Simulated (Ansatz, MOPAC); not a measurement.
Barrier height from H + PH3 (SMILES P) to the transition structure H4P, without zero-point energy, on the benchmark's geometries as Psi4's copy of the set gives them.
Transition structure (charge 0, multiplicity 2):
```xyz
5

P      0.2174     0.0001    -0.1112
H      0.2466     1.0347     0.8522
H      0.2627    -1.0251     0.8616
H     -1.2664    -0.0110    -0.1506
H     -2.5043     0.0000     0.1056
```

Open shells are unrestricted; no spin–orbit coupling.

The state that PM7 reach isn't checked; PM7 holds dispersion and hydrogen-bond terms.

Codes used: Ansatz (Gaussian basis) for Hartree–Fock, density functionals and correlated methods; MOPAC for PM7 (differences of heats of formation). Each number belongs to the level named beside it.

Problem. One of these levels gives -0.137 eV for the barrier height. Which one is it?
A) PBE0/def2-TZVPPD
B) revPBE/def2-TZVPPD
C) PM7
D) r2SCAN/def2-TZVPPD

Solution. D, r2SCAN/def2-TZVPPD. The others give -0.360 (PM7), -0.039 (revPBE/def2-TZVPPD), 0.017 (PBE0/def2-TZVPPD)

Ansatz is a first-principles code.
